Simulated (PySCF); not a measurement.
# Ways to converge the SCF of N2

Do solver options change the result for N2, or only the number of cycles?

Computed with PySCF 2.14.0. Level: method and basis as typed in the scripts.

3 further runs of the same task are left out: 3 that didn't finish.

### Step 1. The system as given

N2: 2 atoms, charge 0, spin multiplicity 1.

Bond lengths: N1–N2 1.179 Å.

### Step 2. The run that the others are compared with

File input.py:

```python
from pyscf import gto, scf, mp

mol = gto.M(
    atom='N 0 0 0; N 0 0 1.179',
    basis='sto-3g',
    charge=0,
    spin=0,
    symmetry=True,
    verbose=4,
)
mf = scf.UHF(mol)
mf.kernel()
mp.MP2(mf, frozen=2).kernel()
mf.dip_moment()
print('orbital energies (hartree):', [e[max(0, n-3):n+3].round(4) for e, n in zip(mf.mo_energy, mol.nelec)])
```

On the command line:

```bash
OMP_NUM_THREADS=1 python input.py
```

The log of this run is left out.

It gives: E(SCF) = -107.494397 Eh, 5 cycles, E(MP2) − E(SCF) = -0.18577 Eh, μ = 0.00 D (of the SCF density).

The bond length is a typed value, not an optimised one.

### Step 3. Initial guess random

Run 1 changes initial guess: minao → random.

File input.py:

```python
from pyscf import gto, scf, mp

mol = gto.M(
    atom='N 0 0 0; N 0 0 1.179',
    basis='sto-3g',
    charge=0,
    spin=0,
    symmetry=True,
    verbose=4,
)
mf = scf.UHF(mol)
mf.init_guess = 'random'
mf.kernel()
mp.MP2(mf, frozen=2).kernel()
mf.dip_moment()
print('orbital energies (hartree):', [e[max(0, n-3):n+3].round(4) for e, n in zip(mf.mo_energy, mol.nelec)])
```

On the command line:

```bash
OMP_NUM_THREADS=1 python input.py
```

### Step 4. Smearing width 0.05 hartree

Run 2 changes smearing width: none → 0.05 hartree; step after the SCF: mp2 → none.

Changes to input.py since step 2:

```diff
@@ -1,2 +1,2 @@
-from pyscf import gto, scf, mp
+from pyscf import gto, scf
 
@@ -11,4 +11,4 @@
 mf = scf.UHF(mol)
+mf = scf.addons.smearing_(mf, sigma=0.05, method='fermi')
 mf.kernel()
-mp.MP2(mf, frozen=2).kernel()
 mf.dip_moment()
```

### Step 5. Cycle limit 8

Run 3 changes cycle limit: 50 → 8.

Changes to input.py since step 2:

```diff
@@ -11,2 +11,3 @@
 mf = scf.UHF(mol)
+mf.max_cycle = 8
 mf.kernel()
```

### Step 6. DIIS space 12

Run 4 changes DIIS space: default → 12.

Changes to input.py since step 2:

```diff
@@ -11,2 +11,3 @@
 mf = scf.UHF(mol)
+mf.diis_space = 12
 mf.kernel()
```

What does the calculation give? Wanted: for each run, E(SCF); from base; gap; after the SCF.

**Answer**, as computed:

```csv
run,E(SCF) (hartree),from base (eV),cycles,gap (eV),after the SCF
base,-107.494397,0,5,20.84,"MP2 correlation -5.055 eV, core frozen"
initial guess random,-107.494397,0.0000,5,20.84,"MP2 correlation -5.055 eV, core frozen"
smearing width 0.05 hartree,-107.492622,+0.0483,8,n/a,n/a
cycle limit 8,-107.494397,0.0000,5,20.84,"MP2 correlation -5.055 eV, core frozen"
DIIS space 12,-107.494397,0.0000,5,20.84,"MP2 correlation -5.055 eV, core frozen"
```

Distance from each run's final energy (log10 hartree) by cycle:

```csv
run,cycle 1,cycle 2,cycle 3,cycle 5,cycle 8,cycle 12
base,-3.8,-5.2,-6.7,< -11,done,done
initial guess random,-3.8,-5.2,-6.7,< -11,done,done
smearing width 0.05 hartree,-1.5,-3.8,-5.2,-6.4,-9.0,done
cycle limit 8,-3.8,-5.2,-6.7,< -11,done,done
DIIS space 12,-3.8,-5.2,-6.7,< -11,done,done
```

No change of the SCF energy comes from initial guess random or cycle limit 8 or DIIS space 12. PySCF falls back to minao for a guess that it doesn't know or can't read, so that run repeats the base. With initial guess random, cycle limit 8, DIIS space 12 the path hardly changes: 5 cycles against 5. The cycles with DIIS space 12 repeat those of the base digit for digit, so the setting never acted.
